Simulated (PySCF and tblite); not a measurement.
Values are calculated unless marked as measured or tabulated.
# Rearrangement: stationary points, barriers and rates

System: C₃H₂O₂, numbered as in [CH:1]#[C:2][C:3](=[O:4])[OH:5].

Motion: shift of H on O5 from O5 to O4. Geometries: PBE0-D3(BJ)/def2-SVP; energies: PBE0/pcSseg-1 + D3(BJ); zero-point and thermal terms from GFN2-xTB harmonic modes (soft modes blended into free rotors). Rate constants are transition-state-theory values, counting equivalent paths, without tunnelling. (PySCF 2.14 with density fitting, tblite 0.8.)

```csv
point,symmetry,E(GFN2) kcal/mol,E(DFT) kcal/mol,ZPE change kcal/mol,lowest mode cm⁻¹,dipole D
start,Cs,0.0,0.0,0.00,152,1.67
saddle,C2v,34.3,33.5,-3.00,1781i,2.20
end,Cs,0.0,0.0,0.00,153,1.67
```

- Electronic barrier: 33.5 kcal/mol
- Barrier with zero-point energy: 30.5 kcal/mol
- ΔH‡ (298 K): 30.4 kcal/mol
- ΔS‡ (298 K, symmetry apart): -0.8 cal/(mol K)
- Paths: 1 equivalent path
- End point: the same structure with atoms interchanged, or its mirror image
- Cost: 34 s on 1 thread of Arm Neoverse V1, on a host shared with other jobs (rough), peak memory 0.43 GiB, launched as `OMP_NUM_THREADS=1 python ens_run.py task.json out`

```json
{"T/K": "500", "ΔG‡ kcal/mol": "30.9", "k s⁻¹": "0.33"}
```

ΔG and ΔG‡ leave out symmetry numbers and mirror images; rates count paths: 1 out.

Tunnelling of the moving H, left out here, will speed the real process. In real samples such hydrogens mostly exchange between molecules or through solvent, far faster than by this path.
